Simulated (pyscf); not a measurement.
Single points on ωB97X-D3(BJ)/def2-SVP structures (PySCF, gas phase). Correlated levels are frozen-core, on RHF or UHF. ΔMP2 is the change of the MP2 total energy from the triple- to the quadruple-zeta basis.

Task: How much does it cost (ΔH, 298 K, CCSD(T)/def2-TZVPP + ΔMP2(QZVPP)) to split H₂N–In(SH)–Cl at its In–S bond into [H₂N–In–Cl]• + SH•?

Result: In–S to [H₂N–In–Cl]• + SH•: 73.6 kcal/mol. The radicals are drawn with the spin at the cut bond; how far it spreads was not checked. Other isomers of [H₂N–In–Cl]• were not searched in full and may lie lower. The CCSD(T) − MP2 part came from Ansatz, without density fitting, on the same reference. The frozen core leaves the outer d or s,p core shells of the metals and heavy elements correlated in the MP2 and CC values, and def2-TZVPP describes them poorly, which can shift differences by a few kcal/mol. Left out: the spin-orbit lowering of SH. Elements past Kr carry the def2 core potentials, without spin-orbit coupling.
